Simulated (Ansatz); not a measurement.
# AlB− (quartet): the correlation ladder at distance B1–Al2 = 1.623 Å, aug-cc-pVDZ

How much of the correlation energy of AlB− (quartet) does each wave-function method recover here?

Program: Ansatz 0.2.0, Gaussian basis. Level of theory: aug-cc-pVDZ, core rule «outside noble gas», up to 6 orbitals frozen. These are calculated values, not measurements.

Plan: UHF; CCSD(T) on ROHF; CCSD(T) on UHF; BCCD(T) on ROHF; CISD; CCSDT(Q) on ROHF; CCSDT(Q) on UHF; CASSCF and MRCISD+Q, 5 electrons in 5 orbitals; CASSCF and NEVPT2, 5 electrons in 5 orbitals; CASSCF and MRCISD+Q, 7 electrons in 8 orbitals; CASSCF and NEVPT2, 7 electrons in 8 orbitals.

20 further runs of the same task are left out: 2 for a mislabelled method, 16 that didn't finish, 2 set aside as unsound or not needed.

## 1. What is computed

The geometry derives from a PBE0/def2-TZVPD stationary point (not a proven minimum). One bond is set to the value named and the two fragments are kept rigid.

2 atoms, charge -1, spin multiplicity 4.

Atoms are counted from 1 here; the program's logs count them from 0.

Bond lengths: B1–Al2 1.623 Å.

## 2. UHF

Contents of in.yaml:

```yaml
crystal:
  periodic: [false, false, false]
  atoms:
    - {symbol: B, position_ang: [0.000000, 0.000000, 0.000000]}
    - {symbol: Al, position_ang: [0.000000, 0.000000, 1.623000]}
basis:
  gaussian: {orbitals: aug-cc-pVDZ}
total_charge: -1
magnetization: {spin_polarized: true, initial_magnetization: 3}
hamiltonian: {xc: hf}
output: {orbitals: {seedname: orbitals}}
```

Started as:

```bash
> ansatz run in.yaml --threads 1 --pin off --events-out ev --progress --plain --max-ram 2393MiB
```

Further steps of the session: CCSD(T) on ROHF; CCSD(T) on UHF; BCCD(T) on ROHF; CISD; CCSDT(Q) on ROHF; CCSDT(Q) on UHF; CASSCF and MRCISD+Q, 5 electrons in 5 orbitals; CASSCF and NEVPT2, 5 electrons in 5 orbitals; CASSCF and MRCISD+Q, 7 electrons in 8 orbitals; CASSCF and NEVPT2, 7 electrons in 8 orbitals.

Q: Predict the results of all the runs planned. Wanted: UCCSDT(Q) below the RHF energy; RMP2 from UCCSDT(Q); UMP2 from UCCSDT(Q); RCCSD from UCCSDT(Q); RCCSD(T) from UCCSDT(Q); UCCSD(T) from UCCSDT(Q); RCCSDT(Q) from UCCSDT(Q); NEVPT2 pair from UCCSDT(Q); MRCISD+Q pair from UCCSDT(Q).

**Answer**, as computed:

```
                         quantity                                        value
   UCCSDT(Q) below the RHF energy                                   -3.8683 eV
              RMP2 from UCCSDT(Q)                              +24.81 kcal/mol
              UMP2 from UCCSDT(Q)                              +24.40 kcal/mol
             RCCSD from UCCSDT(Q)                               +5.73 kcal/mol
          RCCSD(T) from UCCSDT(Q)                               +1.50 kcal/mol
          UCCSD(T) from UCCSDT(Q)                               +1.52 kcal/mol
         RCCSDT(Q) from UCCSDT(Q)                               +0.03 kcal/mol
       NEVPT2 pair from UCCSDT(Q)                              +25.57 kcal/mol
     MRCISD+Q pair from UCCSDT(Q)                               +3.31 kcal/mol
    NEVPT2 valence from UCCSDT(Q)                              +17.17 kcal/mol
levels within 1 kcal/mol (43 meV)  RCCSDT, UCCSDT, RCCSDT(Q), MRCISD+Q valence
                    T1 diagnostic                                        0.062
   effectively unpaired electrons                                         3.05
```

What this shows: RCCSD(T) lands +1.50 kcal/mol from the yardstick (1.7 % of the correlation energy). The occupations are near whole numbers, but T1 = 0.062 shows that the orbitals relax strongly. Of the multireference levels listed MRCISD+Q valence comes nearest in total energy (+0.63 kcal/mol), which doesn't show that its space is the better one. These misses are within one basis, not against nature; the frozen cores of restricted and unrestricted runs differ, which can shift their rows.
